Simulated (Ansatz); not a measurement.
Species: C₂H₇N, SMILES `CCN` (charge 0, multiplicity 1).

Task: Give a relaxed geometry from Ansatz (a first-principles code) with PBE0-D3(BJ)/def2-TZVP.

Result: One answer among several that fit: the end point of this relaxation, one of several conformers (outside a Z-matrix the atoms follow the SMILES, hydrogens last).
Cartesian coordinates (Å) in one orientation:
```xyz
10

C      1.013     0.345     0.079
C     -0.270    -0.148    -0.575
N     -1.374    -0.424     0.330
H      1.795     0.531    -0.663
H      1.395    -0.391     0.791
H      0.840     1.278     0.624
H     -0.615     0.588    -1.308
H     -0.066    -1.061    -1.142
H     -1.614     0.408     0.855
H     -1.103    -1.126     1.009
```
